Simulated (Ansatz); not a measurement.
## Worked example: correlation energy of GeAs⁺, quintet

Geometry: that of the GeAs⁺, triplet, kept fixed. The singlet lies 0.9 eV lower here.

```csv
atom,x (Å),y (Å),z (Å)
Ge,0.0000,0.0000,0.0000
As,0.0000,0.0000,2.4053
```

Basis cc-pVDZ; Ansatz 0.2.0. Correlated methods freeze the noble-gas cores and the filled d shells of p-block atoms, which leaves 8 electrons in 26 orbitals. R marks a restricted (for open shells ROHF) determinant. No spin–orbit coupling is included, and no scalar relativity.

Full CI is exact within this basis and frozen core; it isn't the basis-set limit.

Runs differ by some tens of microhartree through their thresholds and, for an open shell, their frozen cores, so steps under 0.03 kcal/mol mean nothing.

```tsv
level	total energy (hartree)
RHF	-4309.182147
RMP2	-4309.287377
RCCSD	-4309.314587
RCCSD(T)	-4309.318236
RCCSDT	-4309.319148
RCCSDT(Q)	-4309.319371
RCCSDTQ	-4309.319407
full CI	-4309.319390
```

Task: What is the correlation energy at full CI, and what share of it do RMP2 and RCCSD recover?

Result: E(corr) = -4309.319390 − (-4309.182147) = -0.137243 hartree = -3.735 eV. RMP2: -0.105230 / -0.137243 = 76.67 %. RCCSD: -0.132440 / -0.137243 = 96.50 %.

Task: By how many kcal/mol does RCCSD(T) miss full CI (1 hartree = 627.509 kcal/mol), and which steps make up the rest?

Result: -4309.318236 − (-4309.319390) = 0.001154 hartree = 0.72 kcal/mol. Steps: RCCSDT − RCCSD(T) = -0.57, RCCSDT(Q) − RCCSDT = -0.14, RCCSDTQ − RCCSDT(Q) = -0.02, full CI − RCCSDTQ = 0.01 kcal/mol. That is within 1 kcal/mol of the reference in this basis, which itself misses far more of the correlation at the basis-set limit.
